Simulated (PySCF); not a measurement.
HS, SMILES [SH], multiplicity 2. The structure is a stationary point at PBE-D3(BJ)/def2-TZVPD.

All values below come from PySCF with PBE-D3(BJ)/def2-TZVPD.

Harmonic wavenumbers (cm⁻¹): 2612. Rotational constants (GHz): 280.7 (linear); symmetry number 1.

Question: Work out the zero-point energy and the ideal-gas rigid-rotor harmonic-oscillator thermochemistry at 298.15 K and 1 atm.

Answer: ZPE = ½ Σ hcν = ½ × 2612 cm⁻¹ = 15.62 kJ/mol. H − E(el) = 24.30 kJ/mol. Entropy in J/(mol K): translation 152.38, rotation 34.06, vibration 0.00, spin 5.76, total 192.21. G − E(el) = -33.01 kJ/mol. Cp = 29.11 J/(mol K).
